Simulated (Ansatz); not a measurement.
**AlBH (doublet): PBE0, B3LYP over a scan of the distance B1–H3, 6-31G**

Aim: run AlBH (doublet) with these functionals over a scan of the distance B1–H3, and hold them against the top wave-function level at the same points.

Program: Ansatz 0.2.0, Gaussian basis. Level of theory: 6-31G, all electrons in the functionals. These are calculated values, not measurements.

The runs, in order: PBE0, B3LYP, at 0.978 Å; 1.079 Å; 1.196 Å; 1.313 Å; 1.434 Å; 1.637 Å; 1.920 Å; 2.168 Å; 2.649 Å; 3.244 Å; 4.126 Å.

19 further runs of the same task are left out: 4 for a mislabelled method, 12 that didn't finish, 3 set aside as unsound or not needed.

### 1 The system

The geometry derives from a PBE0/def2-TZVP stationary point (not a proven minimum). One bond is set to the value named and the two fragments are kept rigid.

3 atoms, charge 0, spin multiplicity 2.

Atoms are counted from 1 here; the program's logs count them from 0.

Bond lengths: B1–Al2 2.120 Å, B1–H3 1.196 Å. Angles: Al2–B1–H3 167.9°.

No dispersion term is added. B3LYP takes the VWN-RPA correlation.

The geometry shown and the zero of energy belong to the point 1.196 Å. The yardstick, FCI, and other wave-function levels (R restricted, U unrestricted, valence and pair active spaces) come from earlier runs.

### 2 PBE0, 0.978 Å

File in.yaml:

```yaml
crystal:
  periodic: [false, false, false]
  atoms:
    - {symbol: B, position_ang: [0.000000, -0.078765, 0.385883]}
    - {symbol: Al, position_ang: [0.000000, -0.020134, -1.733492]}
    - {symbol: H, position_ang: [0.000000, 0.098899, 1.347610]}
basis:
  gaussian: {orbitals: 6-31G}
magnetization: {spin_polarized: true, initial_magnetization: 1}
hamiltonian: {xc: {name: PBE0}}
output: {forces: true, orbitals: {seedname: orbitals}}
```

Command:

```
$ ansatz run in.yaml --threads 1 --pin off --events-out ev --progress --plain --max-ram 2393MiB
```

Further steps of the session: PBE0, 1.079 Å; PBE0, 1.196 Å; PBE0, 1.313 Å; PBE0, 1.434 Å; PBE0, 1.637 Å; PBE0, 1.920 Å; PBE0, 2.168 Å; PBE0, 2.649 Å; PBE0, 3.244 Å; PBE0, 4.126 Å; B3LYP, 0.978 Å; B3LYP, 1.079 Å; B3LYP, 1.196 Å; B3LYP, 1.313 Å; B3LYP, 1.434 Å; B3LYP, 1.637 Å; B3LYP, 1.920 Å; B3LYP, 2.168 Å; B3LYP, 2.649 Å; B3LYP, 3.244 Å; B3LYP, 4.126 Å.

Q: Predict the results of all the runs planned. Wanted: span of the FCI curve; largest miss, PBE0; largest miss, B3LYP.

As calculated:

```
             quantity                   value
span of the FCI curve            314.8 kJ/mol
   largest miss, PBE0  +66.4 kJ/mol (4.126 Å)
  largest miss, B3LYP  +78.4 kJ/mol (4.126 Å)
```

Of the functionals, PBE0 keep the smallest largest miss at the points compared (at most 66.4 kJ/mol) and B3LYP strays most (78.4 kJ/mol, at 4.126 Å). PBE0, B3LYP clearly break the spin symmetry at some points (⟨S²⟩ up to 1.17 above the pure value), so energy there is bought with a mixed spin. Functionals and the yardstick converge differently with the basis, so part of each miss in 6-31G is the basis.
